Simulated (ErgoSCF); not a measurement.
**[PH4]+ (phosphonium): a chain of runs**

Aim: the excited states (BLYP/STO-3G), then the vertical excitations (BLYP/3-21G), then the excited states (BLYP/6-31G), then the excited states (BLYP/6-31G*), then the excited states (BLYP/6-31G**), then the vertical excitations (BLYP/6-311G**) of [PH4]+ (phosphonium). 

The results are computed with ErgoSCF 3.8.

3 further runs of the same task are left out: 3 that didn't finish.

## Step 1: The structure to begin with

[PH4]+: 5 atoms, total charge +1, spin state singlet. As SMILES, `[PH4+]`. Geometry: relaxed at GFN2-xTB.

Bond lengths: P1–H2 1.375 Å, P1–H3 1.375 Å, P1–H4 1.375 Å, P1–H5 1.375 Å. Angles: H2–P1–H3 109.5°, H2–P1–H4 109.5°, H2–P1–H5 109.5°, H3–P1–H4 109.5°, H3–P1–H5 109.5°, H4–P1–H5 109.5°.

## Step 2: The vertical excitations at BLYP/STO-3G (run 1)

File job.ego:

```
# H4P, BLYP
set_nthreads(1)
molecule_inline
P     -0.00003779     0.00000000     0.00009449
H      2.56522763    -0.11589690     0.39769286
H     -1.16656573    -1.92005623     1.30581965
H     -0.49484368    -0.25275087    -2.53854469
H     -0.90376152     2.28872290     0.83493769
EOF
tmpdir = "."
basis = "STO-3G"
XC.sparse_mode = 0
scf.output_mulliken_pop = 1
charge = 1
scf.convergence_threshold = 1e-06
scf.max_number_of_iterations = 70
lr.max_iterations = 40
scf.use_diagonalization = 1
get_excited_state "BLYP" 4
```

The basis set STO-3G is read from a file made from the Basis Set Exchange's data (not shown).

On the command line:

```sh
ergo job.ego
```

Standard output:

```text
[...]
INDF Weighted mixed functional:
[...]
INSC Energy   1 =       -287.59453745158
[...]
INDE E_LUMO =         -0.08899092358
[...]
INSC Energy   9 =       -339.59475169216  ( diff     -0.000000000004093 )
[...]
RESC CONVERGED after   9 iterations.
RESC FINAL ENERGY:       -339.59475169216
[...]
INSC SCF: dipole_moment_x [atomic units] =      -0.00005611
INSC SCF: dipole_moment_y [atomic units] =      -0.00002614
INSC SCF: dipole_moment_z [atomic units] =       0.00002597
[...]
```

The script printed:

```text
Inline main molecule with 5 atoms.
Step  1: ssize:   8 |r|=     0.143492 shift=  0.610406
Step  2: ssize:  16 |r|=    0.0199546 shift=  0.585150
Step  3: ssize:  24 |r|=    0.0045757 shift=  0.584851
Step  4: ssize:  32 |r|=   0.00306452 shift=  0.600014
Step  5: ssize:  34 |r|=    0.0973448 shift=  0.587809
STATE 1 TRANSITION MOMENT:           0.00388458 ENERGY            15.914555 eV
STATE 2 TRANSITION MOMENT:            0.0019531 ENERGY            15.915094 eV
STATE 3 TRANSITION MOMENT:          -0.00144501 ENERGY            15.915671 eV
STATE 4 TRANSITION MOMENT:          3.88583e-05 ENERGY            15.981684 eV
STATE 1 TRANSITION MOMENT:         -0.000106458 ENERGY            15.914555 eV
STATE 2 TRANSITION MOMENT:          -0.00299557 ENERGY            15.915094 eV
STATE 3 TRANSITION MOMENT:          -0.00295699 ENERGY            15.915671 eV
STATE 4 TRANSITION MOMENT:          0.000168051 ENERGY            15.981684 eV
STATE 1 TRANSITION MOMENT:           0.00201281 ENERGY            15.914555 eV
STATE 2 TRANSITION MOMENT:          -0.00274261 ENERGY            15.915094 eV
STATE 3 TRANSITION MOMENT:           0.00275165 ENERGY            15.915671 eV
STATE 4 TRANSITION MOMENT:         -0.000391585 ENERGY            15.981684 eV
Eigenvalue  1:     0.584849094 Tran.Mom.:   0.00437637757
Eigenvalue  2:     0.584868906 Tran.Mom.:   0.00450665533
Eigenvalue  3:     0.584890129 Tran.Mom.:   0.00428992375
Eigenvalue  4:     0.587316041 Tran.Mom.:  0.000427889782
```

Run time: 1.7 s. Hardware: 1 thread of Intel Xeon at 2.70GHz, shared host; peak memory 0.27 GiB.

The roots found:

```tsv
excited state	energy (eV)	strength
1	15.915	0.0000
2	15.915	0.0000
3	15.916	0.0000
4	15.982	0.0000
```

## Step 3: The excited states at BLYP/3-21G (run 2)

Edit job.ego of step 2 so:

```diff
@@ -10,3 +10,3 @@
 tmpdir = "."
-basis = "STO-3G"
+basis = "3-21G"
 XC.sparse_mode = 0
```

The basis set 3-21G is read from a file made from the Basis Set Exchange's data (not shown).

On the command line:

```sh
ergo job.ego
```

Standard output:

```text
[...]
INDF Weighted mixed functional:
[...]
INSC Energy   1 =       -211.93474548971
[...]
INDE E_LUMO =         -0.22444663271
[...]
INSC Energy  10 =       -341.65308286091  ( diff     -0.000000000492832 )
[...]
RESC CONVERGED after  10 iterations.
RESC FINAL ENERGY:       -341.65308286091
[...]
INSC SCF: dipole_moment_x [atomic units] =      -0.00004320
INSC SCF: dipole_moment_y [atomic units] =      -0.00001175
INSC SCF: dipole_moment_z [atomic units] =       0.00005437
[...]
```

Standard output:

```text
Inline main molecule with 5 atoms.
Step  1: ssize:   8 |r|=    0.0113742 shift=  0.440510
Step  2: ssize:  16 |r|=   0.00692607 shift=  0.440362
Step  3: ssize:  24 |r|=   0.00540975 shift=  0.440304
Step  4: ssize:  32 |r|=   0.00194105 shift=  0.440282
Step  5: ssize:  40 |r|=   0.00306546 shift=  0.440308
Step  6: ssize:  46 |r|=   0.00107239 shift=  0.452018
Step  7: ssize:  50 |r|=     0.127955 shift=  0.442925
Step  8: ssize:  54 |r|=    0.0102954 shift=  0.452024
STATE 1 TRANSITION MOMENT:         -4.40248e-05 ENERGY            11.980610 eV
STATE 2 TRANSITION MOMENT:          6.41924e-05 ENERGY            11.981252 eV
STATE 3 TRANSITION MOMENT:         -4.08317e-06 ENERGY            11.982411 eV
STATE 4 TRANSITION MOMENT:         -9.45745e-05 ENERGY            12.300192 eV
STATE 1 TRANSITION MOMENT:         -7.00906e-05 ENERGY            11.980610 eV
STATE 2 TRANSITION MOMENT:         -9.97548e-05 ENERGY            11.981252 eV
STATE 3 TRANSITION MOMENT:         -0.000206978 ENERGY            11.982411 eV
STATE 4 TRANSITION MOMENT:         -0.000178078 ENERGY            12.300192 eV
STATE 1 TRANSITION MOMENT:          0.000104339 ENERGY            11.980610 eV
STATE 2 TRANSITION MOMENT:          0.000125848 ENERGY            11.981252 eV
STATE 3 TRANSITION MOMENT:           -5.639e-05 ENERGY            11.982411 eV
STATE 4 TRANSITION MOMENT:          7.17282e-05 ENERGY            12.300192 eV
Eigenvalue  1:     0.440279288 Tran.Mom.:  0.000133182411
Eigenvalue  2:     0.440302872 Tran.Mom.:  0.000172943195
Eigenvalue  3:     0.440345486 Tran.Mom.:  0.000214561312
Eigenvalue  4:     0.452023705 Tran.Mom.:  0.000214011841
```

Wall time 3.9 s (1 thread of Intel Xeon at 2.70GHz, shared host); peak memory 0.27 GiB.

The roots found:

```tsv
excited state	energy (eV)	strength
1	11.981	0.0000
2	11.981	0.0000
3	11.982	0.0000
4	12.300	0.0000
```

Run 3 isn't shown in full; the table further down has it.

## Step 4: The excited states at BLYP/6-31G(d) (spherical functions) (run 4)

Edit job.ego of step 3 so:

```diff
@@ -10,3 +10,3 @@
 tmpdir = "."
-basis = "3-21G"
+basis = "6-31G*"
 XC.sparse_mode = 0
```

The basis set 6-31G* is read from a file made from the Basis Set Exchange's data (not shown).

On the command line:

```sh
ergo job.ego
```

Standard output:

```text
[...]
INDF Weighted mixed functional:
[...]
INSC Energy   1 =       -183.60562073537
[...]
INDE E_LUMO =         -0.24190405620
[...]
INSC Energy  10 =       -343.40485960886  ( diff     -0.000000000074863 )
[...]
RESC CONVERGED after  10 iterations.
RESC FINAL ENERGY:       -343.40485960886
[...]
INSC SCF: dipole_moment_x [atomic units] =      -0.00004881
INSC SCF: dipole_moment_y [atomic units] =      -0.00001878
INSC SCF: dipole_moment_z [atomic units] =       0.00006547
[...]
```

The script printed:

```text
Inline main molecule with 5 atoms.
Step  1: ssize:   8 |r|=    0.0214161 shift=  0.417121
Step  2: ssize:  16 |r|=   0.00917526 shift=  0.416760
Step  3: ssize:  24 |r|=   0.00575499 shift=  0.416641
Step  4: ssize:  32 |r|=   0.00395049 shift=  0.416606
Step  5: ssize:  40 |r|=   0.00114092 shift=  0.416594
Step  6: ssize:  48 |r|=   0.00124202 shift=  0.416617
Step  7: ssize:  54 |r|=    0.0957713 shift=  0.421194
Step  8: ssize:  58 |r|=    0.0149536 shift=  0.416715
Step  9: ssize:  62 |r|=   0.00231475 shift=  0.427865
STATE 1 TRANSITION MOMENT:         -5.83281e-05 ENERGY            11.336081 eV
STATE 2 TRANSITION MOMENT:          7.37201e-05 ENERGY            11.336692 eV
STATE 3 TRANSITION MOMENT:          5.64515e-06 ENERGY            11.337815 eV
STATE 4 TRANSITION MOMENT:         -8.32039e-05 ENERGY            11.642811 eV
STATE 1 TRANSITION MOMENT:          -0.00010564 ENERGY            11.336081 eV
STATE 2 TRANSITION MOMENT:         -9.04248e-05 ENERGY            11.336692 eV
STATE 3 TRANSITION MOMENT:           0.00013948 ENERGY            11.337815 eV
STATE 4 TRANSITION MOMENT:         -0.000154565 ENERGY            11.642811 eV
STATE 1 TRANSITION MOMENT:          0.000110973 ENERGY            11.336081 eV
STATE 2 TRANSITION MOMENT:          0.000162411 ENERGY            11.336692 eV
STATE 3 TRANSITION MOMENT:         -6.09533e-06 ENERGY            11.337815 eV
STATE 4 TRANSITION MOMENT:          7.66534e-05 ENERGY            11.642811 eV
Eigenvalue  1:     0.416593291 Tran.Mom.:  0.000163942409
Eigenvalue  2:     0.416615736 Tran.Mom.:  0.000199971846
Eigenvalue  3:     0.416657000 Tran.Mom.:  0.000139727045
Eigenvalue  4:     0.427865422 Tran.Mom.:  0.000191543655
```

It took 9.6 s on 1 thread of Intel Xeon at 2.70GHz, shared host; peak memory 0.27 GiB.

The roots found:

```tsv
excited state	energy (eV)	strength
1	11.336	0.0000
2	11.337	0.0000
3	11.338	0.0000
4	11.643	0.0000
```

Run 5 isn't shown in full; the table further down has it.

## Step 5: The vertical excitations at BLYP/6-311G(d,p) (run 6)

Edit job.ego of step 4 so:

```diff
@@ -10,3 +10,3 @@
 tmpdir = "."
-basis = "6-31G*"
+basis = "6-311G**"
 XC.sparse_mode = 0
```

The basis set 6-311G** is read from a file made from the Basis Set Exchange's data (not shown).

On the command line:

```sh
ergo job.ego
```

Standard output:

```text
[...]
INDF Weighted mixed functional:
[...]
INSC Energy   1 =       -161.02924544816
[...]
INDE E_LUMO =         -0.24150258007
[...]
INSC Energy  11 =       -343.44278627408  ( diff     -0.000000000011596 )
[...]
RESC CONVERGED after  11 iterations.
RESC FINAL ENERGY:       -343.44278627408
[...]
INSC SCF: dipole_moment_x [atomic units] =      -0.00005179
INSC SCF: dipole_moment_y [atomic units] =      -0.00001884
INSC SCF: dipole_moment_z [atomic units] =       0.00005775
[...]
```

The script printed:

```text
Inline main molecule with 5 atoms.
Step  1: ssize:   8 |r|=    0.0391162 shift=  0.416160
Step  2: ssize:  16 |r|=    0.0129246 shift=  0.415502
Step  3: ssize:  24 |r|=   0.00755081 shift=  0.415391
Step  4: ssize:  32 |r|=   0.00670348 shift=  0.415347
Step  5: ssize:  40 |r|=   0.00243111 shift=  0.415339
Step  6: ssize:  48 |r|=   0.00135469 shift=  0.415332
Step  7: ssize:  56 |r|=   0.00156832 shift=  0.415353
Step  8: ssize:  62 |r|=    0.0662533 shift=  0.425380
Step  9: ssize:  64 |r|=   0.00127351 shift=  0.425378
STATE 1 TRANSITION MOMENT:         -4.08744e-05 ENERGY            11.301733 eV
STATE 2 TRANSITION MOMENT:          0.000132147 ENERGY            11.302307 eV
STATE 3 TRANSITION MOMENT:          -0.00193008 ENERGY            11.304602 eV
STATE 4 TRANSITION MOMENT:         -7.99627e-05 ENERGY            11.575080 eV
STATE 1 TRANSITION MOMENT:         -0.000191155 ENERGY            11.301733 eV
STATE 2 TRANSITION MOMENT:          5.81083e-05 ENERGY            11.302307 eV
STATE 3 TRANSITION MOMENT:           0.00100401 ENERGY            11.304602 eV
STATE 4 TRANSITION MOMENT:         -0.000303075 ENERGY            11.575080 eV
STATE 1 TRANSITION MOMENT:          0.000237258 ENERGY            11.301733 eV
STATE 2 TRANSITION MOMENT:         -0.000295025 ENERGY            11.302307 eV
STATE 3 TRANSITION MOMENT:           0.00154924 ENERGY            11.304602 eV
STATE 4 TRANSITION MOMENT:         -0.000205261 ENERGY            11.575080 eV
Eigenvalue  1:     0.415331042 Tran.Mom.:  0.000307412636
Eigenvalue  2:     0.415352134 Tran.Mom.:  0.000328449345
Eigenvalue  3:     0.415436468 Tran.Mom.:   0.00267083456
Eigenvalue  4:     0.425376330 Tran.Mom.:  0.000374673681
```

Wall time 15 s (1 thread of Intel Xeon at 2.70GHz, shared host); peak memory 0.27 GiB.

The roots found:

```tsv
excited state	energy (eV)	strength
1	11.302	0.0000
2	11.302	0.0000
3	11.305	0.0000
4	11.575	0.0000
```

## Step 6: The series

```tsv
run	level	energy (Eh)	lowest excitation energy (eV)	wall time
1	BLYP/STO-3G	-339.594752	15.91	1.7 s
2	BLYP/3-21G	-341.653083	11.98	3.9 s
3	BLYP/6-31G	-343.369995	12.00	4.2 s
4	BLYP/6-31G* (spherical functions)	-343.404860	11.34	9.6 s
5	BLYP/6-31G** (spherical functions)	-343.411387	11.27	12 s
6	BLYP/6-311G**	-343.442786	11.30	15 s
```

## Step 7: Outcome

```
                                      quantity          value
            run 6, BLYP/6-311G**: total energy  -343.44279 Eh
run 6, BLYP/6-311G**: lowest excitation energy       11.30 eV
```

**Reading.** In run 1 the basis is minimal, so the values are rough. All runs together took 47 s, the longest 15 s.
